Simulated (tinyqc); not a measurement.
Inside a calculation. Method: RKS/LDA (VWN5) in the sto-3g basis, for H2F+, spin multiplicity 1. One step of it, computed by the program tinyqc.

Question. Iteration 1: building the Kohn-Sham matrix. J_ij = sum D_kl (ij|kl); F = H + J + V_xc; E = tr D H + tr D J / 2 + E_xc + E_nn.

D at the start, lower triangle:
```
            1F 1s      1F 2s     1F 2px     1F 2py     1F 2pz      2H 1s     3H 1s
1F 1s    1.982340
1F 2s   -0.452128   2.467716
1F 2px   0.229297  -0.212878   1.652841
1F 2py   0.349449  -0.508363  -0.510213   1.505952
1F 2pz  -0.366470   0.479035   0.498788   0.615165   1.335921
2H 1s    0.118791  -1.068953   0.035425  -0.815386  -0.563515   2.617335
3H 1s    0.170759  -1.437693  -0.010399   0.411778  -0.703095  -0.542566  1.853302
```

core Hamiltonian H = T + V (hartree), lower triangle:
```
             1F 1s       1F 2s     1F 2px     1F 2py     1F 2pz      2H 1s      3H 1s
1F 1s   -41.063994
1F 2s    -9.636936  -11.538507
1F 2px    0.000000    0.000000  -9.175217
1F 2py    0.000000    0.000000   0.000000  -9.296666
1F 2pz   -0.013944   -0.170397   0.000000   0.000000  -9.234078
2H 1s    -1.583580   -3.573276   0.000000  -1.954255  -1.408359  -5.324402
3H 1s    -1.583580   -3.573276   0.000000   1.954255  -1.408359  -1.370933  -5.324402
```

Two-electron integrals (ij|kl) in chemists' order, unique and non-zero (hartree):
```
(11|11) 5.403501    (21|11) 0.841920    (21|21) 0.156299    (22|11) 1.268028
(22|21) 0.292344    (22|22) 0.926167    (31|31) 0.027998    (32|31) 0.043169
(32|32) 0.204588    (33|11) 1.264502    (33|21) 0.292403    (33|22) 0.925959
(33|33) 0.997514    (41|41) 0.027998    (42|41) 0.043169    (42|42) 0.204588
(43|43) 0.053770    (44|11) 1.264502    (44|21) 0.292403    (44|22) 0.925959
(44|33) 0.889973    (44|44) 0.997514    (51|51) 0.027998    (52|51) 0.043169
(52|52) 0.204588    (53|53) 0.053770    (54|54) 0.053770    (55|11) 1.264502
(55|21) 0.292403    (55|22) 0.925959    (55|33) 0.889973    (55|44) 0.889973
(55|55) 0.997514    (61|11) 0.139263    (61|21) 0.025635    (61|22) 0.047642
(61|33) 0.047569    (61|41) 0.000865    (61|42) 0.001620    (61|44) 0.047721
(61|51) 0.000602    (61|52) 0.001128    (61|54) 0.000106    (61|55) 0.047643
(61|61) 0.004248    (62|11) 0.351222    (62|21) 0.082055    (62|22) 0.289856
(62|33) 0.285626    (62|41) 0.004592    (62|42) 0.035762    (62|44) 0.293984
(62|51) 0.003197    (62|52) 0.024897    (62|54) 0.005819    (62|55) 0.289677
(62|61) 0.013654    (62|62) 0.111480    (63|31) 0.008608    (63|32) 0.050935
(63|43) 0.007538    (63|53) 0.005248    (63|63) 0.016559    (64|11) 0.195648
(64|21) 0.046297    (64|22) 0.175067    (64|33) 0.167569    (64|41) 0.010873
(64|42) 0.071428    (64|44) 0.187506    (64|51) 0.001577    (64|52) 0.014266
(64|54) 0.008632    (64|55) 0.169925    (64|61) 0.008029    (64|62) 0.082559
(64|64) 0.077236    (65|11) 0.136205    (65|21) 0.032231    (65|22) 0.121876
(65|33) 0.116657    (65|41) 0.001577    (65|42) 0.014266    (65|44) 0.120041
(65|51) 0.009706    (65|52) 0.060867    (65|54) 0.009894    (65|55) 0.128792
(65|61) 0.005590    (65|62) 0.057475    (65|64) 0.042242    (65|65) 0.045967
(66|11) 0.504224    (66|21) 0.119737    (66|22) 0.487739    (66|33) 0.471017
(66|41) 0.008453    (66|42) 0.092631    (66|44) 0.504429    (66|51) 0.005885
(66|52) 0.064487    (66|54) 0.023261    (66|55) 0.487210    (66|61) 0.020054
(66|62) 0.239989    (66|64) 0.206512    (66|65) 0.143768    (66|66) 0.774606
(71|11) 0.139263    (71|21) 0.025635    (71|22) 0.047642    (71|33) 0.047569
(71|41) -0.000865   (71|42) -0.001620   (71|44) 0.047721    (71|51) 0.000602
(71|52) 0.001128    (71|54) -0.000106   (71|55) 0.047643    (71|61) 0.004192
(71|62) 0.013278    (71|64) 0.007169    (71|65) 0.005440    (71|66) 0.019336
(71|71) 0.004248    (72|11) 0.351222    (72|21) 0.082055    (72|22) 0.289856
(72|33) 0.285626    (72|41) -0.004592   (72|42) -0.035762   (72|44) 0.293984
(72|51) 0.003197    (72|52) 0.024897    (72|54) -0.005819   (72|55) 0.289677
(72|61) 0.013278    (72|62) 0.091373    (72|64) 0.046480    (72|65) 0.045715
(72|66) 0.161083    (72|71) 0.013654    (72|72) 0.111480    (73|31) 0.008608
(73|32) 0.050935    (73|43) -0.007538   (73|53) 0.005248    (73|63) 0.013137
(73|73) 0.016559    (74|11) -0.195648   (74|21) -0.046297   (74|22) -0.175067
(74|33) -0.167569   (74|41) 0.010873    (74|42) 0.071428    (74|44) -0.187506
(74|51) -0.001577   (74|52) -0.014266   (74|54) 0.008632    (74|55) -0.169925
(74|61) -0.007169   (74|62) -0.046480   (74|64) -0.010865   (74|65) -0.022775
(74|66) -0.073568   (74|71) -0.008029   (74|72) -0.082559   (74|74) 0.077236
(75|11) 0.136205    (75|21) 0.032231    (75|22) 0.121876    (75|33) 0.116657
(75|41) -0.001577   (75|42) -0.014266   (75|44) 0.120041    (75|51) 0.009706
(75|52) 0.060867    (75|54) -0.009894   (75|55) 0.128792    (75|61) 0.005440
(75|62) 0.045715    (75|64) 0.022775    (75|65) 0.035732    (75|66) 0.089085
(75|71) 0.005590    (75|72) 0.057475    (75|74) -0.042242   (75|75) 0.045967
(76|11) 0.124679    (76|21) 0.029428    (76|22) 0.113889    (76|33) 0.111710
(76|44) 0.113848    (76|51) 0.001800    (76|52) 0.017122    (76|55) 0.115987
(76|61) 0.004848    (76|62) 0.044040    (76|64) 0.028462    (76|65) 0.025918
(76|66) 0.101978    (76|71) 0.004848    (76|72) 0.044040    (76|74) -0.028462
(76|75) 0.025918    (76|76) 0.021790    (77|11) 0.504224    (77|21) 0.119737
(77|22) 0.487739    (77|33) 0.471017    (77|41) -0.008453   (77|42) -0.092631
(77|44) 0.504429    (77|51) 0.005885    (77|52) 0.064487    (77|54) -0.023261
(77|55) 0.487210    (77|61) 0.019336    (77|62) 0.161083    (77|64) 0.073568
(77|65) 0.089085    (77|66) 0.313013    (77|71) 0.020054    (77|72) 0.239989
(77|74) -0.206512   (77|75) 0.143768    (77|76) 0.101978    (77|77) 0.774606
```

nuclear repulsion = 9.66741634 hartree

V_xc (hartree), lower triangle:
```
            1F 1s      1F 2s     1F 2px     1F 2py     1F 2pz      2H 1s      3H 1s
1F 1s   -3.121502
1F 2s   -0.447725  -0.840216
1F 2px  -0.002091   0.019433  -0.846172
1F 2py   0.000570   0.043460   0.031697  -0.826155
1F 2pz   0.005344  -0.010300  -0.030360  -0.041256  -0.818726
2H 1s   -0.074636  -0.251486   0.006039  -0.150531  -0.117064  -0.536374
3H 1s   -0.074737  -0.251585  -0.002014   0.158443  -0.102331  -0.095278  -0.482680
```

E_xc = sum of w rho eps_xc = -9.18181291 hartree

Give: Coulomb J; Kohn-Sham matrix F; total energy of this density.

Answer.

Coulomb J (hartree), lower triangle:
```
          1F 1s    1F 2s   1F 2px   1F 2py  1F 2pz   2H 1s   3H 1s
1F 1s   18.3765
1F 2s    3.4749   8.5897
1F 2px  -0.0051  -0.0648   8.5785
1F 2py  -0.0229  -0.1345  -0.0542   8.6105
1F 2pz   0.0011   0.1207   0.0539   0.0840  8.5554
2H 1s    0.5695   2.7183  -0.0193   1.6481  1.2097  5.1290
3H 1s    0.5712   2.7210  -0.0042  -1.6769  1.1745  1.1065  4.9296
```

Kohn-Sham matrix F (hartree), lower triangle:
```
           1F 1s    1F 2s   1F 2px   1F 2py   1F 2pz    2H 1s    3H 1s
1F 1s   -25.8090
1F 2s    -6.6098  -3.7890
1F 2px   -0.0072  -0.0453  -1.4428
1F 2py   -0.0223  -0.0911  -0.0225  -1.5123
1F 2pz   -0.0075  -0.0600   0.0235   0.0427  -1.4974
2H 1s    -1.0887  -1.1065  -0.0133  -0.4567  -0.3158  -0.7317
3H 1s    -1.0872  -1.1039  -0.0062   0.4358  -0.3361  -0.3597  -0.8775
```

total energy of this density = -92.035266 hartree
